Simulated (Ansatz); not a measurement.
# AlF₂+ (triplet): wave-function methods side by side, def2-QZVPP

One table from this session's results is given with a row withheld; the runs are named, their logs left out.

Method: def2-QZVPP, core rule «outside noble gas», up to 7 orbitals frozen; program: Ansatz 0.2.0, Gaussian basis.

To be run: UHF; ROHF; CCSD(T) on UHF.

2 further runs of the same task are left out: 2 set aside as unsound or not needed.

## The system

The geometry is a PBE0/def2-TZVP stationary point (not a proven minimum) of the parent state, kept for this charge and spin.

3 atoms, charge 1, spin multiplicity 3.

Atoms are counted from 1 here; the program's logs count them from 0.

Bond lengths: Al1–F2 1.647 Å, Al1–F3 1.647 Å. Angles: F2–Al1–F3 119.7°.

Set-up of the first run:

File in.yaml:

```yaml
crystal:
  periodic: [false, false, false]
  atoms:
    - {symbol: Al, position_ang: [0.000000, -0.483815, 0.000000]}
    - {symbol: F, position_ang: [0.000000, 0.343557, -1.423547]}
    - {symbol: F, position_ang: [0.000000, 0.343557, 1.423547]}
basis:
  gaussian: {orbitals: "def2-QZVPP.json"}
total_charge: 1
magnetization: {spin_polarized: true, initial_magnetization: 2}
hamiltonian: {xc: hf}
output: {orbitals: {seedname: orbitals}}
```

Launch:

```sh
ansatz run in.yaml --threads 1 --pin off --events-out ev --progress --plain --max-ram 2393MiB
```

Among the steps run: UHF; ROHF; CCSD(T) on UHF.

One table of the session follows, with a row left open; its other results are not shown here.

| method | from UCCSD(T) (meV) |
| --- | --- |
| ROHF | +15343.3 |
| UHF | +15195.4 |
| UMP2 | +735.5 |
| UCCSD | ? |
| UCCSD(T) | 0 |

Q: Estimate the row for UCCSD from the others.

The run gave: from UCCSD(T) (meV): +457.4. In the column «from UCCSD(T) (meV)» it lies between UCCSD(T) (0) and UMP2 (+735.5).
